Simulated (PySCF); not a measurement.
GaH2⁺, singlet: reading a ladder of total energies

Geometry: that of the GaH2, doublet, kept fixed.

```xyz
3

Ga    0.0000   -0.0222    0.0000
H     0.0000    0.7688   -1.3831
H     0.0000    0.7688    1.3831
```

Basis aug-cc-pVDZ; PySCF 2.14.0. Correlated methods freeze the noble-gas cores and the filled d shells of p-block atoms, which leaves 4 electrons in 40 orbitals. R marks a restricted (for open shells ROHF) determinant. No spin–orbit coupling is included, and no scalar relativity.

Full CI is exact within this basis and frozen core; it isn't the basis-set limit.

RCCSD has a T1 diagnostic of 0.016 and a largest doubles amplitude of 0.07.

```tsv
level	total energy (hartree)
RHF	-1924.047105
RMP2	-1924.100787
RCCSD	-1924.120332
RCCSD(T)	-1924.121212
RCCSDT	-1924.121547
RCCSDT(Q)	-1924.121567
full CI	-1924.121572
```

**Question.** What is the correlation energy at full CI, and what share of it do RMP2 and RCCSD(T) recover?

**Answer.** E(corr) = -1924.121572 − (-1924.047105) = -0.074467 hartree = -2.026 eV. RMP2: -0.053682 / -0.074467 = 72.09 %. RCCSD(T): -0.074107 / -0.074467 = 99.52 %.

**Question.** By how many kcal/mol does RCCSD(T) miss full CI (1 hartree = 627.509 kcal/mol), and which steps make up the rest?

**Answer.** -1924.121212 − (-1924.121572) = 0.000360 hartree = 0.23 kcal/mol. Steps: RCCSDT − RCCSD(T) = -0.21, RCCSDT(Q) − RCCSDT = -0.01, full CI − RCCSDT(Q) = 0.00 kcal/mol. That is within 1 kcal/mol of the reference in this basis, which itself misses far more of the correlation at the basis-set limit.
